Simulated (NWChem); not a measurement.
# One shape, several levels: SiH3S (SMILES [SiH2]S)

We compute a comparison of 6 runs (TDA-B3LYP/6-31G**, TDA-B3LYP/STO-3G, TDA-B3LYP/3-21G, TDA-B3LYP/6-31G, TDA-B3LYP/6-31G*, TDA-B3LYP/6-311G**) of SiH3S. 

Program for the calculation: NWChem 7.3.0.

**1. The system as given**

SiH3S: 5 atoms, total charge 0, spin state doublet. SMILES: `[SiH2]S`. The shape is that of a PBE0-D4/def2-TZVP optimisation. This is one conformer, not always the lowest.

Bond lengths: Si1–S2 2.132 Å, Si1–H3 1.492 Å, Si1–H4 1.488 Å, S2–H5 1.344 Å. Angles: Si1–S2–H5 94.7°, S2–Si1–H3 111.4°, S2–Si1–H4 105.0°, H3–Si1–H4 110.5°.

**2. The excited states at TDA-B3LYP/6-31G(d,p) (spherical functions) (run 1)**

The input, h3ssi.nw:

```
start h3ssi
title "H3SSi excited"
memory total 2200 mb

geometry units atomic noautosym nocenter noautoz
   Si -0.18198063 -1.31146993 -0.58449229
   S   0.51608420  2.65695493 -0.55652434
   H  -0.17857912 -2.37500779  2.02767613
   H  -2.72177254 -1.59341707 -1.75725632
   H   2.66035644  2.48366705  0.79236216
end

basis "ao basis" spherical bse
   * library 6-31G**
end

dft
   xc b3lyp
   mult 2
   grid fine
   convergence energy 1e-08
   iterations 100
   mulliken
   print low
end

tddft
   cis
   nroots 4
end

task tddft energy
```

Run with:

```sh
nwchem h3ssi.nw > h3ssi.out
```

Log:

```text
[...]
 d= 0,ls=0.0,diis     1   -689.4280992226 -7.70D+02  7.56D-03  4.98D-02     1.1
[...]
 d= 0,ls=0.0,diis    10   -689.4581789363 -1.95D-09  4.03D-07  3.12D-10     7.6
[...]
         Total DFT energy =     -689.458178936272
      One electron energy =    -1113.911993337415
           Coulomb energy =      391.276516214832
    Exchange-Corr. energy =      -47.750597295636
 Nuclear repulsion energy =       80.927895481947
[...]
         Spin multiplicity :       2
[...]
              XC Information
              --------------
                  B3LYP Method XC Potential
              Hartree-Fock (Exact) Exchange   0.20
                 Slater Exchange Functional   0.80 local
             Becke 1988 Exchange Functional   0.72 non-local
       Lee-Yang-Parr Correlation Functional   0.81
           VWN I RPA Correlation Functional   0.19 local
[...]
         Wavefunction type : Unrestricted
          No. of electrons :      33
[...]
  Root   1         a              0.132802715 a.u.                3.6137 eV
[...]
     Dipole Oscillator Strength                    0.0320987286
[...]
     Total Oscillator Strength                     0.0320989070
[...]
  Root   2         a              0.160915412 a.u.                4.3787 eV
[...]
  Root   3         a              0.182769459 a.u.                4.9734 eV
[...]
     Dipole Oscillator Strength                    0.0104721882
[...]
     Total Oscillator Strength                     0.0104730731
[...]
  Root   4         a              0.186083662 a.u.                5.0636 eV
  <S2> =   0.8341
[...]
     Dipole Oscillator Strength                    0.0310947481
[...]
     Total Oscillator Strength                     0.0310950866
[...]
```

Wall time 50 s (1 thread of AMD EPYC 7R43 (Zen 3), shared host); peak memory 0.11 GiB.

The roots found:

| excited state | energy (eV) | strength | label |
| --- | --- | --- | --- |
| 1 | 3.614 | 0.0321 | a |
| 2 | 4.379 | 0.0418 | a |
| 3 | 4.973 | 0.0105 | a |
| 4 | 5.064 | 0.0311 | a |

**3. The vertical excitations at TDA-B3LYP/STO-3G (run 2)**

The input, m1.nw:

```
start m1
memory stack 880 mb heap 220 mb global 1100 mb

geometry units angstroms noautosym nocenter noautoz
  Si    -0.096300    -0.694000    -0.309300
  S      0.273100     1.406000    -0.294500
  H     -0.094500    -1.256800     1.073000
  H     -1.440300    -0.843200    -0.929900
  H      1.407800     1.314300     0.419300
end

basis "ao basis" spherical bse
  Si library STO-3G
  S library STO-3G
  H library STO-3G
end

dft
  xc b3lyp
  mult 2
  grid fine
  convergence energy 1e-08
  maxiter 100
  mulliken
  noprint "final vectors analysis"
end

tddft
  cis
  nroots 4
end

task tddft energy
```

Run with:

```sh
nwchem m1.nw > m1.out
```

Log:

```text
[...]
          Wavefunction type:  spin polarized.
          No. of atoms     :     5
          No. of electrons :    33
[...]
          Charge           :     0
          Spin multiplicity:     2
[...]
          AO basis - number of functions:    21
[...]
              XC Information
              --------------
                         B3LYP Method XC Potential
                     Hartree-Fock (Exact) Exchange  0.200
                        Slater Exchange Functional  0.800 local
                    Becke 1988 Exchange Functional  0.720 non-local
              Lee-Yang-Parr Correlation Functional  0.810
                  VWN I RPA Correlation Functional  0.190 local
[...]
 d= 0,ls=0.0,diis     1   -681.6272313504 -7.63D+02  2.57D-02  4.56D-02     0.4
[...]
 d= 0,ls=0.0,diis     9   -681.6642997616 -4.58D-09  1.96D-06  3.09D-10     2.3
[...]
         Total DFT energy =     -681.664299761622
      One electron energy =    -1109.068176295457
           Coulomb energy =      394.387462928585
    Exchange-Corr. energy =      -47.911487670742
 Nuclear repulsion energy =       80.927901275993
[...]
  Root   1         a              0.136647664 a.u.                3.7184 eV
[...]
     Dipole Oscillator Strength                    0.0415658300
[...]
     Total Oscillator Strength                     0.0415660695
[...]
  Root   2         a              0.204347091 a.u.                5.5606 eV
[...]
  Root   3         a              0.243709704 a.u.                6.6317 eV
[...]
     Dipole Oscillator Strength                    0.0036387825
[...]
     Total Oscillator Strength                     0.0036401564
[...]
  Root   4         a              0.253922272 a.u.                6.9096 eV
  <S2> =   0.8245
[...]
     Dipole Oscillator Strength                    0.0288255498
[...]
     Total Oscillator Strength                     0.0288256184
[...]
```

Wall time 11 s (1 thread of AMD EPYC 7R43 (Zen 3), shared host); peak memory 0.11 GiB.

The roots found:

| excited state | energy (eV) | strength | label |
| --- | --- | --- | --- |
| 1 | 3.718 | 0.0416 | a |
| 2 | 5.561 | 0.0517 | a |
| 3 | 6.632 | 0.0036 | a |
| 4 | 6.910 | 0.0288 | a |

Runs 3 to 4 aren't shown in full; the table further down has their settings and results.

**4. The excited states at TDA-B3LYP/6-31G(d) (spherical functions) (run 5)**

The input, nw.nw:

```
start nw
memory stack 880 mb heap 220 mb global 1100 mb

geometry units angstroms noautosym nocenter noautoz
  Si      -0.096300      -0.694000      -0.309300
  S        0.273100       1.406000      -0.294500
  H       -0.094500      -1.256800       1.073000
  H       -1.440300      -0.843200      -0.929900
  H        1.407800       1.314300       0.419300
end

basis spherical bse
  * library 6-31G*
end

dft
  xc b3lyp
  mult 2
  grid fine
  convergence energy 1e-08
  iterations 100
  mulliken
  noprint "final vectors analysis"
end

tddft
  cis
  nroots 4
end

task tddft energy
```

Run with:

```sh
nwchem nw.nw > nw.out
```

Log:

```text
[...]
          Wavefunction type:  spin polarized.
          No. of atoms     :     5
          No. of electrons :    33
[...]
          Charge           :     0
          Spin multiplicity:     2
[...]
          AO basis - number of functions:    42
[...]
              XC Information
              --------------
                         B3LYP Method XC Potential
                     Hartree-Fock (Exact) Exchange  0.200
                        Slater Exchange Functional  0.800 local
                    Becke 1988 Exchange Functional  0.720 non-local
              Lee-Yang-Parr Correlation Functional  0.810
                  VWN I RPA Correlation Functional  0.190 local
[...]
 d= 0,ls=0.0,diis     1   -689.4213619996 -7.70D+02  9.32D-03  4.99D-02     0.9
[...]
 d= 0,ls=0.0,diis    10   -689.4525027403 -1.81D-09  4.80D-07  4.03D-10     6.5
[...]
         Total DFT energy =     -689.452502740253
      One electron energy =    -1113.911317732481
           Coulomb energy =      391.280477236266
    Exchange-Corr. energy =      -47.749563520030
 Nuclear repulsion energy =       80.927901275993
[...]
  Root   1         a              0.132809267 a.u.                3.6139 eV
[...]
     Dipole Oscillator Strength                    0.0323168238
[...]
     Total Oscillator Strength                     0.0323170007
[...]
  Root   2         a              0.161347634 a.u.                4.3905 eV
[...]
  Root   3         a              0.182555445 a.u.                4.9676 eV
[...]
     Dipole Oscillator Strength                    0.0054498252
[...]
     Total Oscillator Strength                     0.0054505269
[...]
  Root   4         a              0.185748328 a.u.                5.0545 eV
  <S2> =   0.8156
[...]
     Dipole Oscillator Strength                    0.0370070490
[...]
     Total Oscillator Strength                     0.0370075543
[...]
```

Wall time 41 s (1 thread of AMD EPYC 7R43 (Zen 3), shared host); peak memory 0.11 GiB.

The roots found:

| excited state | energy (eV) | strength | label |
| --- | --- | --- | --- |
| 1 | 3.614 | 0.0323 | a |
| 2 | 4.390 | 0.0425 | a |
| 3 | 4.968 | 0.0054 | a |
| 4 | 5.054 | 0.0370 | a |

**5. The vertical excitations at TDA-B3LYP/6-311G(d,p) (run 6)**

The input, work.nw:

```
START work
TITLE "H3SSi B3LYP"
memory 2200 mb

GEOMETRY units angstrom noautosym nocenter noautoz
Si      -0.096300      -0.694000      -0.309300
S        0.273100       1.406000      -0.294500
H       -0.094500      -1.256800       1.073000
H       -1.440300      -0.843200      -0.929900
H        1.407800       1.314300       0.419300
END

BASIS "ao basis" spherical bse
* library 6-311G**
END

DFT
xc b3lyp
mult 2
grid fine
convergence energy 1e-08
maxiter 100
mulliken
noprint "final vectors analysis"
END

TDDFT
cis
nroots 4
END

TASK tddft energy
```

Run with:

```sh
nwchem work.nw > work.out
```

Log:

```text
[...]
          Wavefunction type:  spin polarized.
          No. of atoms     :     5
          No. of electrons :    33
[...]
          Charge           :     0
          Spin multiplicity:     2
[...]
          AO basis - number of functions:    70
[...]
              XC Information
              --------------
                         B3LYP Method XC Potential
                     Hartree-Fock (Exact) Exchange  0.200
                        Slater Exchange Functional  0.800 local
                    Becke 1988 Exchange Functional  0.720 non-local
              Lee-Yang-Parr Correlation Functional  0.810
                  VWN I RPA Correlation Functional  0.190 local
[...]
 d= 0,ls=0.0,diis     1   -689.4743255638 -7.70D+02  4.68D-03  2.65D-01     1.1
[...]
 d= 0,ls=0.0,diis    10   -689.5139205918 -4.61D-09  4.48D-07  9.13D-10     8.6
[...]
         Total DFT energy =     -689.513920591774
      One electron energy =    -1114.042382602517
           Coulomb energy =      391.349067989010
    Exchange-Corr. energy =      -47.748507254260
 Nuclear repulsion energy =       80.927901275993
[...]
  Root   1         a              0.132268174 a.u.                3.5992 eV
[...]
     Dipole Oscillator Strength                    0.0308622074
[...]
     Total Oscillator Strength                     0.0308623974
[...]
  Root   2         a              0.157524605 a.u.                4.2865 eV
[...]
  Root   3         a              0.171099200 a.u.                4.6558 eV
[...]
     Dipole Oscillator Strength                    0.0121601312
[...]
     Total Oscillator Strength                     0.0121602826
[...]
  Root   4         a              0.183001720 a.u.                4.9797 eV
  <S2> =   0.7782
[...]
     Dipole Oscillator Strength                    0.0333901815
[...]
     Total Oscillator Strength                     0.0333911424
[...]
```

It took 65 s on 1 thread of AMD EPYC 7R43 (Zen 3), shared host; peak memory 0.12 GiB.

The roots found:

| excited state | energy (eV) | strength | label |
| --- | --- | --- | --- |
| 1 | 3.599 | 0.0309 | a |
| 2 | 4.286 | 0.0407 | a |
| 3 | 4.656 | 0.0122 | a |
| 4 | 4.980 | 0.0334 | a |

**6. The series**

| run | level | energy (Eh) | lowest excitation energy (eV) | wall time |
| --- | --- | --- | --- | --- |
| 1 | TDA-B3LYP/6-31G** (spherical functions) | -689.458179 | 3.61 | 50 s |
| 2 | TDA-B3LYP/STO-3G | -681.664300 | 3.72 | 11 s |
| 3 | TDA-B3LYP/3-21G | -685.956953 | 3.57 | 21 s |
| 4 | TDA-B3LYP/6-31G | -689.396706 | 3.53 | 28 s |
| 5 | TDA-B3LYP/6-31G* (spherical functions) | -689.452503 | 3.61 | 41 s |
| 6 | TDA-B3LYP/6-311G** | -689.513921 | 3.60 | 65 s |

**7. Results**

| quantity | value |
| --- | --- |
| run 6: ground-state or mean-field energy | -689.51392 Eh |
| run 6: dipole moment (of the density that the program reports) | 1.21 D |
| run 6: lowest excitation energy | 3.60 eV |

In words: Over runs 2, 3, 4, 5, 6 the dipole moment (its size) runs from 0.98 D (TDA-B3LYP/STO-3G) to 1.56 D (TDA-B3LYP/3-21G). In run 2 the basis is minimal, so the values are rough. All runs together took 3.6 min, the longest 65 s.
